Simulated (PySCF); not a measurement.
Species: C₄H₇FS.
Structure used (GFN2-xTB), in Å, numbered top down from 1:
```
atom  x, y, z in Å
C1     1.714    0.287   -0.217
C2     0.347    0.632    0.329
C3    -0.521   -0.562    0.752
C4    -1.658   -0.330   -0.239
F5    -2.850   -0.058    0.366
S6    -0.863    1.145   -0.974
H7     2.194    1.176   -0.621
H8     1.634   -0.451   -1.012
H9     2.337   -0.117    0.579
H10    0.417    1.413    1.088
H11   -0.025   -1.521    0.609
H12   -0.878   -0.497    1.780
H13   -1.851   -1.117   -0.973
```

Computed, not measured: delta-SCF UKS SCAN, pcX-2 on the ionised atom, pcseg-1 elsewhere, spin-free X2C (PySCF 2.14.0). Binding energies are ΔSCF values: E(core-ionised, relaxed orbitals) − E(ground state) at a fixed geometry, referred to the vacuum level.

Some binding energies are withheld.

```csv
atom(s),bonded to,level,binding energy (eV)
C1,C and 3 H,C 1s,290.87
C2,"S, 2 C and H",C 1s,291.42
C3,2 C and 2 H,C 1s,?
C4,"F, S, C and H",C 1s,293.42
F5,C,F 1s,?
S6,2 C,S 1s,?
```

**Question.** Fill in S 1s for S6.

**Answer.** 2476.76 eV (sulfide sulfur).

**Question.** Fill in C 1s for C3.

**Answer.** 291.17 eV (four-membered-ring carbon). The nearest listed C 1s value is that of C2; the shift against it is -0.25 eV.

**Question.** Fill in F 1s for F5.

**Answer.** 692.31 eV (alkyl fluorine).

Lowest listed C 1s: C1, bonded to C and 3 H. Highest, 2.55 eV above it: C4, bonded to F, S, C and H. The widest gap between neighbouring values is 2.00 eV, between 291.42 and 293.42 eV.

**Question.** Which photon energy gives electrons from C 1s of C1 a kinetic energy of 50 eV, and what is their de Broglie wavelength?

**Answer.** hν = 290.87 + 50 = 340.87 eV, recoil neglected; λ = 12.264 Å/√(E/eV) = 1.73 Å.

Not every level is listed. Geometry: GFN2-xTB; no solvent, vibrations or thermal averaging.

Hardware: Intel Xeon at 2.50 GHz, one thread, shared host with 64 logical CPUs at a one-minute load of 58. Cost: 7.9 min wall, 3.5 min CPU, 0.61 GiB resident at most.
